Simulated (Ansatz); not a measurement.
SiH2 (SMILES [SiH2]) moved off its minimum; all values from Ansatz (an electronic-structure program), cores frozen in correlated methods. Open shells are unrestricted.
(charge 0, multiplicity 3)
```xyz
3

Si     0.1695     0.1007     0.1010
H     -1.1881    -0.7256    -0.0178
H      1.3797    -0.6703    -0.0531
```

```tsv
level	largest force (eV/Å)	on atom	rms difference from CCSD(T)/aug-cc-pV(T+d)Z (eV/Å)	dipole (D)
HF/def2-TZVPP	2.19	Si1	0.150	0.31
PBE/def2-TZVPP	1.98	Si1	0.141	0.17
r2SCAN/def2-TZVPP	2.04	Si1	0.014	0.23
B3LYP/def2-TZVPP	2.00	Si1	0.025	0.23
wB97M-V/def2-TZVPP	2.04	Si1	0.039	0.29
MP2/aug-cc-pV(T+d)Z	2.13	Si1	0.105	0.23
CCSD(T)/aug-cc-pV(T+d)Z	2.03	Si1	0.000	0.20
```

The differences count from one level among others, with limits of its own. Forces at CCSD(T)/aug-cc-pV(T+d)Z (eV/Å):

```json
[
 {"atom": "Si1", "Fx": "-1.956", "Fy": "-0.524", "Fz": "-0.056"},
 {"atom": "H2", "Fx": "1.246", "Fy": "0.861", "Fz": "0.127"},
 {"atom": "H3", "Fx": "0.710", "Fy": "-0.337", "Fz": "-0.071"}
]
```
